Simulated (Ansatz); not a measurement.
Solid iodine

All values below come from r²SCANh (Ansatz, a quantum-chemistry and plane-wave program, plane waves, PAW).

Settings: plane-wave cutoff 520 eV, 6×6×4 k mesh (along the axes of the cell as run), Fermi–Dirac smearing 0.01 eV, scalar-relativistic PAW data made under PBE.

Cell (relaxed at this level):

```cif
data_I4
_chemical_formula_sum 'I4'
_space_group_name_H-M_alt 'P 1'
_space_group_IT_number 1
_cell_length_a 4.50501
_cell_length_b 4.50501
_cell_length_c 9.88109
_cell_angle_alpha 90.000
_cell_angle_beta 90.000
_cell_angle_gamma 117.339
loop_
_space_group_symop_operation_xyz
  'x, y, z'
loop_
_atom_site_label
_atom_site_type_symbol
_atom_site_fract_x
_atom_site_fract_y
_atom_site_fract_z
_atom_site_occupancy
I1 I 0.84929 0.84929 0.88152 1
I2 I 0.65071 0.65071 0.38152 1
I3 I 0.34929 0.34929 0.61848 1
I4 I 0.15071 0.15071 0.11848 1
```

| Property | Value |
|---|---|
| band gap | 1.92 eV |
| smallest direct gap on the k points sampled | 1.99 eV |

Note: the cell comes from a level without a dispersion term, which matters for the spacing of layers, chains or molecules.

Spin–orbit coupling is not included; with these elements it can move the gap by several tenths of an eV or more.

Computed values are for the static lattice.
